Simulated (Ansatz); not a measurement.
# HAlP, doublet in 6-31G: errors against full CI

Geometry: that of the HAlP, quartet, kept fixed.

```xyz
3

Al    0.0000   -0.1077    1.2377
P     0.0000    0.0510   -1.1432
H     0.0000    1.3154    1.9991
```

Basis 6-31G; Ansatz 0.2.0. Correlated methods freeze the noble-gas cores, which leaves 9 electrons in 18 orbitals. R marks a restricted (for open shells ROHF) determinant, U an unrestricted one. Active spaces: valence = (9e, 9o) chosen from the atoms' valence shells.

Full CI is exact within this basis and frozen core; it isn't the basis-set limit. The frozen core follows each run's orbitals, which can shift R against U totals by a few meV.

Unrestricted rows (U) aren't spin-pure: their determinants' ⟨S²⟩ exceeds S(S+1) by up to 0.91, so they mix in states of higher spin. For open shells CISD and CISDTQ are restricted-active-space CI with the open shells as a complete middle space.

- UHF ⟨S²⟩: 1.656
- T1 diagnostic (RCCSD): 0.0885
- largest doubles amplitude (RCCSD): 0.279
- T1 diagnostic (UCCSD): 0.0656

```
   level  E − E(RHF) (eV)
     UHF          -1.1812
    RMP2          -2.2636
    UMP2          -2.5197
   RCCSD          -3.1174
   UCCSD          -3.1516
RCCSD(T)          -3.2438
UCCSD(T)          -3.2190
```

(1) Estimate how far full CI in 6-31G lies from RCCSD(T). The table doesn't fix it; the size of (T) and the diagnostics are the guide.

(1) Full CI in 6-31G lies 48 meV below RCCSD(T), which is 38 % of the (T) step (-126 meV). T1 is raised, a doubles amplitude is large, and the rest is a large part of (T). The miss exceeds 1 kcal/mol.

The other levels:

| level | E − E(full CI) (meV) | share of correlation (%) | wall time |
| --- | --- | --- | --- |
| CISD | 451 | 86.31 | 0.9 s |
| BCCD(T) | 66 | 98.01 | 3.1 s |
| RCCSDT | 18 | 99.45 | – |
| UCCSDT | 15 | 99.55 | – |
| CISDTQ | 20 | 99.39 | 11 s |
| RCCSDT(Q) | 2 | 99.93 | 6.5 s |
| UCCSDT(Q) | 1 | 99.98 | 8.5 s |
| RCCSDTQ | 1 | 99.96 | 55 s |
| UCCSDTQ | 1 | 99.98 | 80 s |
| CASSCF (valence space) | 809 | 75.43 | – |
| NEVPT2 (valence space) | 237 | 92.80 | 4 s |
| MRCISD (valence space) | 26 | 99.21 | – |
| MRCISD+Q (valence space) | 7 | 99.79 | 5.5 s |

The correlation energy at full CI, counted from RHF, is -3.292 eV. That run took 3.2 min on 1 thread of Arm Neoverse V1, shared host over 13,112,064 determinants.

Times hold each run's SCF and search for its determinant on a shared host, so for small cases they say little of a method's own cost; they ran on 1 thread of Arm Neoverse V1.

The full-CI state has the irrep A'' of Cs, in the program's axes.

Natural occupations of full CI about the gap: 1.980 1.960 1.943 1.677 0.985 0.323 0.041 0.028 0.027 0.010; effectively unpaired electrons, Σ n²(2−n)², 1.62.
